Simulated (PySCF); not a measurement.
# [H2PO2]− (SMILES O=[PH2][O-]) at B3LYP/STO-3G

What is the vertical singlet–triplet gap of [H2PO2]− at B3LYP/STO-3G? Input form: a Python script.

The calculation is run with PySCF 2.14.0.

10 further runs of the same task are left out: 4 that didn't finish, 6 set aside as unsound or not needed.

## Step 1: The system as given

[H2PO2]− has 5 atoms, charge -1, and is taken as a singlet. SMILES: `O=[PH2][O-]`. The coordinates come from a GFN2-xTB relaxation.

Bond lengths: O1–P2 1.478 Å, P2–O3 1.478 Å, P2–H4 1.412 Å, P2–H5 1.412 Å. Angles: O1–P2–O3 118.5°, O1–P2–H4 110.1°, O1–P2–H5 110.1°, O3–P2–H4 110.1°, O3–P2–H5 110.1°, H4–P2–H5 95.5°.

## Step 2: A single-point energy at B3LYP/STO-3G

The input, job.py:

```python
from pyscf import gto, dft

system = gto.M(
    atom='''
O     -1.076671     0.790019     2.541493
P      0.045335    -0.055577     0.126820
O      2.054378    -1.995815     0.199177
H     -1.877386    -0.789509    -1.570797
H      0.854345     2.050901    -1.296711
''',
    charge=-1,
    verbose=3,
    unit='bohr',
    max_memory=1860,
    basis='sto-3g',
)

mf = dft.RKS(system, xc='b3lyp')
mf.grids.level = 5
mf.conv_tol = 1e-10
mf.kernel()
if not mf.converged:
    mf = mf.newton().run(mf.mo_coeff, mf.mo_occ)

e_tot = mf.e_tot
print('E = %.10f Eh' % e_tot)
```

Launch:

```console
$ OMP_NUM_THREADS=1 python job.py
```

The log of the run:

```text
converged SCF energy = -486.706250722549
E = -486.7062507225 Eh
```

Run time: 3.6 s. Hardware: 1 thread of Arm Neoverse V1, shared host; peak memory 0.2 GiB.

## Step 3: The triplet at the same level

The input, input.xyz:

```xyz
5
H2O2P
O     -0.569750     0.418060     1.344900
P      0.023990    -0.029410     0.067110
O      1.087130    -1.056140     0.105400
H     -0.993470    -0.417790    -0.831230
H      0.452100     1.085290    -0.686190
```

The input, run.py:

```python
from pyscf import gto, dft

system = gto.M(
    atom='input.xyz',
    max_memory=1860,
    verbose=4,
    spin=2,
    basis='sto-3g',
    charge=-1,
)

mf = dft.UKS(system)
mf.xc = 'b3lyp'
mf.conv_tol = 1e-10
mf.grids.level = 5
mf.kernel()
if not mf.converged:
    mf = mf.newton().run(mf.mo_coeff, mf.mo_occ)

etot = mf.e_tot
print('E(%s) = %.9f' % ('B3LYP', etot))
```

Launch:

```console
$ OMP_NUM_THREADS=1 python run.py
```

The log of the run:

```text
PySCF version 2.14.0

[... 66 lines left out ...]
[... the frontier-level lines of each cycle are left out ...]
[... 17 lines left out ...]
[... 17 lines left out ...]
[... 17 lines left out ...]
[... 17 lines left out ...]
[... 17 lines left out ...]
[... 17 lines left out ...]
[... 5 lines left out ...]

cycle= 22 E= -486.3861629464  delta_E= -2.79e-08  |g|= 7.52e-06  |ddm|= 0.00621


cycle= 23 E= -486.386162946501  delta_E= -1.01e-10  |g|= 3.48e-06  |ddm|= 0.000584


cycle= 24 E= -486.386162946538  delta_E= -3.75e-11  |g|= 1.76e-06  |ddm|= 0.000364


Extra cycle  E= -486.38616294647  delta_E= 6.83e-11  |g|= 1.06e-05  |ddm|= 2.47e-05
converged SCF energy = -486.38616294647  <S^2> = 2.009174  2S+1 = 3.0061098
E(B3LYP) = -486.386162946
```

Run time: 11 s. Hardware: 1 thread of Arm Neoverse V1, shared host; peak memory 0.21 GiB.

## Step 4: Summary of results

At B3LYP/STO-3G:

| quantity | value |
| --- | --- |
| singlet: total energy | -486.70625 Eh |
| singlet: HOMO energy | 6.48 eV |
| singlet: LUMO energy | 16.36 eV |
| singlet: HOMO–LUMO gap (to an unbound level, set by the basis) | 9.88 eV |
| triplet: total energy | -486.38616 Eh |
| triplet: HOMO energy (highest over α and β) | 14.94 eV |
| triplet: ⟨S²⟩ | 2.009 |
| vertical energy of the triplet above the singlet | 8.710 eV |

**Reading.** At this shape the triplet lies 8.71 eV (840 kJ/mol) above the singlet. For an anion a state so high probably lies above electron detachment. In a minimal basis such a difference can be off by several eV, whatever the method. The HOMO (singlet) lies at positive energy, 6.48 eV; only total energies tell whether the electron is bound. Mulliken charges (triplet) run from -0.54 on O1 to +0.73 on P2. The HOMO (triplet) lies at positive energy, 14.94 eV; only total energies tell whether the electron is bound.
